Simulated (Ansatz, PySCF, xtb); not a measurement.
Complex: CH5N (SMILES CN) (first 7 atoms) with CH5N (SMILES CN); geometry from S66by8 set.
(charge 0, multiplicity 1):
```xyz
14

N     -1.3371     0.2016    -0.6226
H     -0.5085    -0.3832    -0.6730
H     -1.9990    -0.1881    -1.2808
C     -1.8971     0.1221     0.7248
H     -2.7912     0.7399     0.7860
H     -2.1612    -0.8852     1.0623
H     -1.1788     0.5294     1.4339
N      1.5082    -0.6951    -0.4878
H      1.8044    -0.4206    -1.4158
H      2.1317    -1.4428    -0.2126
C      1.6684     0.4401     0.4259
H      1.3982     0.1254     1.4315
H      2.6758     0.8619     0.4629
H      0.9758     1.2259     0.1332
```

Counterpoise-corrected where a basis set is named; no monomer relaxation. Rows marked so take none.

Correlated levels freeze the cores. Rows in 3-21G, 6-31G* carry no dispersion term and start afresh at each structure (6-31G* with six Cartesian d functions).

Run with Ansatz (Gaussian orbitals); PySCF for 3-21G rows, 6-31G* rows; xtb for the GFN methods. Each number belongs to the level named beside it.

The comparison value is -15.5 kJ/mol (computed benchmark interaction energy, Řezáč et al., J. Chem. Theory Comput. 7, 2427 (2011), S66x8). It is a level with limits of its own, not the exact answer.

Question: Order these levels by how close they come to the comparison value for the interaction energy, closest first: B3LYP/3-21G (no counterpoise), GFN2-xTB, HF/aug-cc-pVDZ, BP86/6-31G* (no counterpoise), HF/6-31G*. Give each level's value less the comparison value.

Answer: BP86/6-31G* (no counterpoise) (0.7 kJ/mol), GFN2-xTB (5.8 kJ/mol), HF/6-31G* (14.7 kJ/mol), B3LYP/3-21G (no counterpoise) (-18.1 kJ/mol), HF/aug-cc-pVDZ (18.9 kJ/mol)

Ansatz is a program for electronic structure.
